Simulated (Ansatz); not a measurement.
# C₄H₄O: taking an electron away

The task here is to estimate one member of a computed series from the others.

Program: Ansatz 0.2.0, Gaussian basis. Level of theory: unrestricted cation, the program's frozen cores in correlated methods. These are calculated values, not measurements.

Plan: UKS PBE-D4/def2-TZVPP; UKS r2SCAN-D4/def2-TZVPP; UKS PBE0-D4/def2-TZVPP; UKS B3LYP-D4/def2-TZVPP; UKS wB97X-V/def2-TZVPP; UKS wB97M-V/def2-TZVPP; UKS B2PLYP/def2-TZVPP; UHF-CCSD(T)/def2-TZVPP; UHF-MP2/def2-QZVPP; extrapolation to the limit; then −ε(HOMO) from the neutral's earlier runs with LDA (SPW92), PBE-D4, revPBE-D4, BLYP-D4, r2SCAN-D4, B97M-V, PBE0-D4, B3LYP-D4, r2SCANh-D4, r2SCAN0-D4, HSE06-D4, BHLYP-D4, CAM-B3LYP-D4, LC-ωPBE, ωB97X-V, ωB97M-V.

### The geometry

An earlier PBE0-D4 in a triple-zeta def2 set relaxation fixed the geometry.

SMILES `C#CC(=C)O`, 9 atoms, charge 0, spin multiplicity 1.

Atoms are counted from 1 here; the program's logs count them from 0.

Bond lengths: C1–C2 1.202 Å, C1–H6 1.065 Å, C2–C3 1.426 Å, C3–C4 1.332 Å, C3–O5 1.362 Å, C4–H7 1.079 Å, C4–H8 1.082 Å, O5–H9 0.961 Å. Angles: C2–C1–H6 178.9°, C1–C2–C3 177.0°, C2–C3–C4 123.1°, C2–C3–O5 116.0°, C4–C3–O5 121.0°, C3–C4–H7 120.0°, C3–C4–H8 120.5°, H7–C4–H8 119.5°, C3–O5–H9 108.9°.

Set-up of the first run:

in.yaml

```yaml
crystal:
  periodic: [false, false, false]
  atoms:
    - {symbol: C, position_ang: [-0.374084, 2.048688, -0.454417]}
    - {symbol: C, position_ang: [-0.160076, 0.900681, -0.167875]}
    - {symbol: C, position_ang: [0.088470, -0.441156, 0.244720]}
    - {symbol: C, position_ang: [0.296116, -1.438967, -0.613084]}
    - {symbol: O, position_ang: [0.103522, -0.658206, 1.589168]}
    - {symbol: H, position_ang: [-0.562315, 3.060339, -0.727355]}
    - {symbol: H, position_ang: [0.280805, -1.248965, -1.675328]}
    - {symbol: H, position_ang: [0.480680, -2.442432, -0.253275]}
    - {symbol: H, position_ang: [-0.064417, 0.173617, 2.040248]}
basis:
  gaussian: {orbitals: def2-TZVPP}
total_charge: 1
magnetization: {spin_polarized: true, initial_magnetization: 1}
hamiltonian: {xc: pbe, dispersion: d4}
```

Command:

```sh
ansatz run in.yaml --threads 4 --pin off --events-out ev --progress --plain --max-ram 10444MiB
```

Among the steps run: Cation, UKS PBE-D4/def2-TZVPP; Cation, UKS r2SCAN-D4/def2-TZVPP; Cation, UKS PBE0-D4/def2-TZVPP; Cation, UKS B3LYP-D4/def2-TZVPP; Cation, UKS wB97X-V/def2-TZVPP; Cation, UKS wB97M-V/def2-TZVPP; Cation, UKS B2PLYP (frozen core)/def2-TZVPP; Cation, UHF-CCSD(T)/def2-TZVPP; Cation, UHF-MP2/def2-QZVPP.

One table of the session follows, with a row left open; its other results are not shown here.

It belongs to the step «Ionisation energies side by side». For comparison, −ε(HOMO) of the neutral from earlier runs:

```
  functional  −ε(HOMO) (eV)
 LDA (SPW92)           5.84
      PBE-D4           5.64
   revPBE-D4           5.57
     BLYP-D4           5.49
   r2SCAN-D4           5.83
      B97M-V           5.83
     PBE0-D4           6.77
    B3LYP-D4           6.56
  r2SCANh-D4              ?
  r2SCAN0-D4           6.90
    HSE06-D4           6.37
    BHLYP-D4           7.74
CAM-B3LYP-D4           8.06
     LC-ωPBE           9.38
     ωB97X-V           9.00
     ωB97M-V           8.92
```

Estimate the missing values for r2SCANh-D4.

Worked estimate for «−ε(HOMO) (eV)». Against the share of exact exchange, r2SCAN-D4 (0, 5.83), r2SCAN0-D4 (0.25, 6.90) give a slope of 4.28 per unit share; at 0.1 the line stands at 6.26.

**Answer.** −ε(HOMO) (eV): 6.26. In «−ε(HOMO) (eV)» the line misses by 0.00.
